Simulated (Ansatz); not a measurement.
The cluster P₃⁻, relaxed as a singlet with RKS PBE-D4/def2-TZVPD in Ansatz, starting from the GFN1-xTB geometry. Force threshold 0.02 eV/Å.

The restricted singlet is unstable towards broken spin symmetry at other levels; at PBE-D4/def2-TZVPD this wasn't settled. The highest occupied level of the charge -1 singlet lies above zero (up to 1.19 eV). The electron is either unbound and held by the finite basis, or the level is raised by self-interaction error. Another isomer (singlet) lies 0.20 eV lower at PBE0-D4/def2-TZVPD; other spin states weren't run for this one.

Start:

```xyz
3

P     0.7733   -0.8855    0.4473
P    -0.3002    0.0278   -1.1973
P    -0.4731    0.8578    0.7500
```

```csv
step,energy (eV),largest force component (eV/Å),SCF passes
1,-27854.7439,2.687,42
2,-27855.1577,0.927,24
3,-27855.2386,0.235,23
4,-27855.2428,0.039,23
5,-27855.2429,0.004,16
```

Force components are those of the run's own axes.

End:

```xyz
3

P     0.817   -0.897    0.600
P    -0.397    0.128   -1.288
P    -0.420    0.768    0.688
```

By distances, no bond broke or formed. The bond that changes most is P1–P2, from 2.17 to 2.47 Å (atoms count from 1).

No frequencies were taken in this run, so the end may be a saddle point.

Hardware: 4 threads of Arm Neoverse V2 on a shared host. Wall time 2.5 s.
